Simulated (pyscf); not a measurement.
H₃Si–O–Si(SiH₃)(SiH₃)–SiH₃ + hydrogen (H₂) → HO–Si(SiH₃)(SiH₃)–SiH₃ + silane (SiH₄) (four-centre exchange; singlet surface; O–Si, H–H broken, H–O, H–Si formed). PySCF, gas phase, ωB97X-D3(BJ)/def2-SVP geometries. Energies in kJ/mol from the separated reactants.

```
level                   barrier  reaction energy
----------------------  -------  ---------------
ωB97X-D3(BJ)/def2-TZVP    229.0            +90.3
PBE/def2-TZVP               ___            +67.0
r²SCAN/def2-TZVP          214.6            +82.8
M06-2X/def2-TZVP          236.3            +95.1
ωB97M-D3(BJ)/def2-TZVP    222.8            +81.8
HF/def2-TZVP                ___              ___
```

Question: Fill in the missing entries.

Answer: 
- PBE/def2-TZVP, barrier: 196.6
- HF/def2-TZVP, barrier: 300.5
- HF/def2-TZVP, reaction energy: +75.5

The functionals in the table span 39.7 kJ/mol in this barrier, from PBE to M06-2X. HO–Si(SiH₃)(SiH₃)–SiH₃ lies 99.2 kJ/mol over its isomer H₃Si–SiH₂–O–SiH₂–SiH₃ (electronic energy, ωB97M-D3(BJ)/def2-TZVP). One saddle was located; it need not be the lowest between these sides.
